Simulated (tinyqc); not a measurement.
Worked calculation (part 2 of 2): ROHF in the sto-3g basis, for NH, spin multiplicity 3. Computed by tinyqc, a small Python program that keeps every step (integrals from PySCF). Command: `OMP_NUM_THREADS=1 python tinyqc.py 25950 25951 out.jsonl` (the two numbers bound the seeds that draw the settings). One thread of a shared host (Intel(R) Xeon(R) Processor @ 2.60GHz), about 0.09 s of CPU time with the checks.

Geometry (angstrom):
```
atom         x         y         z
N     0.000000  0.000000  0.000000
H     0.000000  0.000000  1.551000
```

## Iteration 3: Roothaan effective Fock matrix

F(alpha) (hartree), order 1N 1s, 1N 2s, 1N 2px, 1N 2py, 1N 2pz, 2H 1s:
```
[[-15.371479, -3.922949, 0.000000, 0.000000, -0.011324, -0.291909],
 [-3.922949, -1.978497, 0.000000, 0.000000, -0.006597, -0.380848],
 [0.000000, 0.000000, -0.471529, 0.000000, 0.000000, 0.000000],
 [0.000000, 0.000000, 0.000000, -0.471529, 0.000000, 0.000000],
 [-0.011324, -0.006597, 0.000000, 0.000000, -0.171209, -0.338351],
 [-0.291909, -0.380848, 0.000000, 0.000000, -0.338351, -0.209070]]
```

F(beta) (hartree), order 1N 1s, 1N 2s, 1N 2px, 1N 2py, 1N 2pz, 2H 1s:
```
[[-15.329558, -3.858046, 0.000000, 0.000000, -0.011324, -0.285911],
 [-3.858046, -1.665599, 0.000000, 0.000000, -0.006597, -0.343552],
 [0.000000, 0.000000, 0.332394, 0.000000, 0.000000, 0.000000],
 [0.000000, 0.000000, 0.000000, 0.332394, 0.000000, 0.000000],
 [-0.011324, -0.006597, 0.000000, 0.000000, -0.088972, -0.329643],
 [-0.285911, -0.343552, 0.000000, 0.000000, -0.329643, -0.202144]]
```

D(alpha) after iteration 2, order 1N 1s, 1N 2s, 1N 2px, 1N 2py, 1N 2pz, 2H 1s:
```
[[1.057520, -0.245522, 0.000000, 0.000000, 0.030545, -0.000163],
 [-0.245522, 1.051835, 0.000000, 0.000000, -0.146784, -0.042537],
 [0.000000, 0.000000, 1.000000, 0.000000, 0.000000, 0.000000],
 [0.000000, 0.000000, 0.000000, 1.000000, 0.000000, 0.000000],
 [0.030545, -0.146784, 0.000000, 0.000000, 0.417487, 0.409342],
 [-0.000163, -0.042537, 0.000000, 0.000000, 0.409342, 0.411671]]
```

D(beta) after iteration 2, order 1N 1s, 1N 2s, 1N 2px, 1N 2py, 1N 2pz, 2H 1s:
```
[[1.057520, -0.245522, 0.000000, 0.000000, 0.030545, -0.000163],
 [-0.245522, 1.051835, 0.000000, 0.000000, -0.146784, -0.042537],
 [0.000000, 0.000000, 0.000000, 0.000000, 0.000000, 0.000000],
 [0.000000, 0.000000, 0.000000, 0.000000, 0.000000, 0.000000],
 [0.030545, -0.146784, 0.000000, 0.000000, 0.417487, 0.409342],
 [-0.000163, -0.042537, 0.000000, 0.000000, 0.409342, 0.411671]]
```

overlap S, order 1N 1s, 1N 2s, 1N 2px, 1N 2py, 1N 2pz, 2H 1s:
```
[[1.000000, 0.235038, 0.000000, 0.000000, 0.000000, 0.017017],
 [0.235038, 1.000000, 0.000000, 0.000000, 0.000000, 0.224700],
 [0.000000, 0.000000, 1.000000, 0.000000, 0.000000, 0.000000],
 [0.000000, 0.000000, 0.000000, 1.000000, 0.000000, 0.000000],
 [0.000000, 0.000000, 0.000000, 0.000000, 1.000000, 0.239436],
 [0.017017, 0.224700, 0.000000, 0.000000, 0.239436, 1.000000]]
```

With projectors Pc = D(beta) S, Po = (D(alpha) - D(beta)) S, Pv = 1 - D(alpha) S, the block xy is Px^T F Py; with Fc = (F(alpha) + F(beta))/2, the blocks are Fc for cc, oo, vv and cv, F(beta) for co and F(alpha) for ov.

effective F (hartree), order 1N 1s, 1N 2s, 1N 2px, 1N 2py, 1N 2pz, 2H 1s:
```
[[-15.350519, -3.890497, 0.000000, 0.000000, -0.011324, -0.288910],
 [-3.890497, -1.822048, 0.000000, 0.000000, -0.006597, -0.362200],
 [0.000000, 0.000000, -0.069568, 0.000000, 0.000000, 0.000000],
 [0.000000, 0.000000, 0.000000, -0.069568, 0.000000, 0.000000],
 [-0.011324, -0.006597, 0.000000, 0.000000, -0.130090, -0.333997],
 [-0.288910, -0.362200, 0.000000, 0.000000, -0.333997, -0.205607]]
```

## Iteration 3: diagonalisation and new density

X, order 1N 1s, 1N 2s, 1N 2px, 1N 2py, 1N 2pz, 2H 1s:
```
[[1.021967, -0.124464, 0.000000, 0.000000, -0.002792, 0.012974],
 [-0.124464, 1.043309, 0.000000, 0.000000, 0.022530, -0.123452],
 [0.000000, 0.000000, 1.000000, 0.000000, 0.000000, 0.000000],
 [0.000000, 0.000000, 0.000000, 1.000000, 0.000000, 0.000000],
 [-0.002792, 0.022530, 0.000000, 0.000000, 1.023374, -0.128628],
 [0.012974, -0.123452, 0.000000, 0.000000, -0.128628, 1.044319]]
```

Diagonalise F' = X^T F X, C = X C', fill 5 alpha and 3 beta electrons from the bottom; D(s) = C_occ C_occ^T. Each column has its largest component positive (the first on a tie).

F' = X^T F X (hartree):
```
[[-15.077285, -1.992920, 0.000000, 0.000000, -0.024775, 0.004938],
 [-1.992920, -1.127855, 0.000000, 0.000000, 0.050266, -0.200672],
 [0.000000, 0.000000, -0.069568, 0.000000, 0.000000, 0.000000],
 [0.000000, 0.000000, 0.000000, -0.069568, 0.000000, 0.000000],
 [-0.024775, 0.050266, 0.000000, 0.000000, -0.050617, -0.326840],
 [0.004938, -0.200672, 0.000000, 0.000000, -0.326840, -0.069156]]
```

orbital energies (hartree): [-15.356479, -0.897618, -0.365745, -0.069568, -0.069568, 0.294929]

coefficients C, order 1N 1s, 1N 2s, 1N 2px, 1N 2py, 1N 2pz, 2H 1s:
```
[[0.994834, -0.253996, 0.056360, 0.000000, 0.000000, 0.051963],
 [0.021313, 0.987707, -0.270353, 0.000000, 0.000000, -0.265747],
 [0.000000, 0.000000, 0.000000, 0.221325, 0.975200, 0.000000],
 [0.000000, 0.000000, 0.000000, 0.975200, -0.221325, 0.000000],
 [0.001372, 0.025379, 0.648716, 0.000000, 0.000000, -0.801796],
 [-0.002835, 0.133020, 0.625012, 0.000000, 0.000000, 0.845111]]
```

D(alpha) after iteration 3, order 1N 1s, 1N 2s, 1N 2px, 1N 2py, 1N 2pz, 2H 1s:
```
[[1.057384, -0.244908, 0.000000, 0.000000, 0.031480, -0.001381],
 [-0.244908, 1.049111, 0.000000, 0.000000, -0.150286, -0.037649],
 [0.000000, 0.000000, 1.000000, 0.000000, 0.000000, 0.000000],
 [0.000000, 0.000000, 0.000000, 1.000000, 0.000000, 0.000000],
 [0.031480, -0.150286, 0.000000, 0.000000, 0.421478, 0.408827],
 [-0.001381, -0.037649, 0.000000, 0.000000, 0.408827, 0.408343]]
```

D(beta) after iteration 3, order 1N 1s, 1N 2s, 1N 2px, 1N 2py, 1N 2pz, 2H 1s:
```
[[1.057384, -0.244908, 0.000000, 0.000000, 0.031480, -0.001381],
 [-0.244908, 1.049111, 0.000000, 0.000000, -0.150286, -0.037649],
 [0.000000, 0.000000, 0.000000, 0.000000, 0.000000, 0.000000],
 [0.000000, 0.000000, 0.000000, 0.000000, 0.000000, 0.000000],
 [0.031480, -0.150286, 0.000000, 0.000000, 0.421478, 0.408827],
 [-0.001381, -0.037649, 0.000000, 0.000000, 0.408827, 0.408343]]
```

Within a degenerate level the vectors are fixed only up to a rotation; this is one choice.

## Iteration 9 (converged): orbitals

converged F (hartree), order 1N 1s, 1N 2s, 1N 2px, 1N 2py, 1N 2pz, 2H 1s:
```
[[-15.348138, -3.890107, 0.000000, 0.000000, -0.011855, -0.288856],
 [-3.890107, -1.820197, 0.000000, 0.000000, -0.006232, -0.363336],
 [0.000000, 0.000000, -0.068051, 0.000000, 0.000000, 0.000000],
 [0.000000, 0.000000, 0.000000, -0.068051, 0.000000, 0.000000],
 [-0.011855, -0.006232, 0.000000, 0.000000, -0.130863, -0.334289],
 [-0.288856, -0.363336, 0.000000, 0.000000, -0.334289, -0.207338]]
```

As before.

F' = X^T F X (hartree):
```
[[-15.074861, -1.993092, 0.000000, 0.000000, -0.025404, 0.005209],
 [-1.993092, -1.125616, 0.000000, 0.000000, 0.050915, -0.202010],
 [0.000000, 0.000000, -0.068051, 0.000000, 0.000000, 0.000000],
 [0.000000, 0.000000, 0.000000, -0.068051, 0.000000, 0.000000],
 [-0.025404, 0.050915, 0.000000, 0.000000, -0.051350, -0.326928],
 [0.005209, -0.202010, 0.000000, 0.000000, -0.326928, -0.070643]]
```

orbital energies (hartree): [-15.354107, -0.896170, -0.366630, -0.068051, -0.068051, 0.294436]

coefficients C, order 1N 1s, 1N 2s, 1N 2px, 1N 2py, 1N 2pz, 2H 1s:
```
[[0.994830, -0.253815, 0.056821, 0.000000, 0.000000, 0.052414],
 [0.021328, 0.986751, -0.272217, 0.000000, 0.000000, -0.267391],
 [0.000000, 0.000000, 0.000000, 0.179546, 0.983750, 0.000000],
 [0.000000, 0.000000, 0.000000, 0.983750, -0.179546, 0.000000],
 [0.001408, 0.025315, 0.648764, 0.000000, 0.000000, -0.801759],
 [-0.002845, 0.135600, 0.624652, 0.000000, 0.000000, 0.844968]]
```

D(alpha) after iteration 9, order 1N 1s, 1N 2s, 1N 2px, 1N 2py, 1N 2pz, 2H 1s:
```
[[1.057337, -0.244702, 0.000000, 0.000000, 0.031839, -0.001755],
 [-0.244702, 1.048234, 0.000000, 0.000000, -0.151595, -0.036298],
 [0.000000, 0.000000, 1.000000, 0.000000, 0.000000, 0.000000],
 [0.000000, 0.000000, 0.000000, 1.000000, 0.000000, 0.000000],
 [0.031839, -0.151595, 0.000000, 0.000000, 0.421538, 0.408681],
 [-0.001755, -0.036298, 0.000000, 0.000000, 0.408681, 0.408585]]
```

D(beta) after iteration 9, order 1N 1s, 1N 2s, 1N 2px, 1N 2py, 1N 2pz, 2H 1s:
```
[[1.057337, -0.244702, 0.000000, 0.000000, 0.031839, -0.001755],
 [-0.244702, 1.048234, 0.000000, 0.000000, -0.151595, -0.036298],
 [0.000000, 0.000000, 0.000000, 0.000000, 0.000000, 0.000000],
 [0.000000, 0.000000, 0.000000, 0.000000, 0.000000, 0.000000],
 [0.031839, -0.151595, 0.000000, 0.000000, 0.421538, 0.408681],
 [-0.001755, -0.036298, 0.000000, 0.000000, 0.408681, 0.408585]]
```

Within a degenerate level the vectors are fixed only up to a rotation; this is one choice.

## Convergence

Stop when the energy changes by less than 1e-10 hartree and every element of the error matrix X^T (F D S - S D F) X is below 3e-06.

Course of the cycle:
```
iteration   E (hartree)     change  largest element of the error matrix
1          -54.11136945          -                             3.78e-01
2          -54.15954456  -4.82e-02                             3.66e-02
3          -54.16127077  -1.73e-03                             7.66e-03
4          -54.16134488  -7.41e-05                             2.02e-03
5          -54.16134935  -4.47e-06                             5.00e-04
6          -54.16134964  -2.94e-07                             1.33e-04
7          -54.16134966  -1.98e-08                             3.41e-05
8          -54.16134966  -1.33e-09                             8.91e-06
9          -54.16134966  -9.00e-11                             2.31e-06
```

PySCF ROHF in the same basis = -54.16134966 hartree

Converged in 9 iterations.

## Populations, bond orders and dipole

Mulliken: Z minus the diagonal of D S on the atom; Loewdin: the same with S^(1/2) D S^(1/2); Mayer order: 2 sum_s sum (D(s) S)_ij (D(s) S)_ji over the two atoms.

Charges (e):
```
atom   Mulliken    Loewdin  Mulliken spin
1N    -0.003496   0.005019       2.000000
2H     0.003496  -0.005019       0.000000
```

Mayer bond orders:
```
pair     order
2-1   0.999988
```

dipole moment about the origin, x y z (debye): [0.000000, 0.000000, 0.633497]
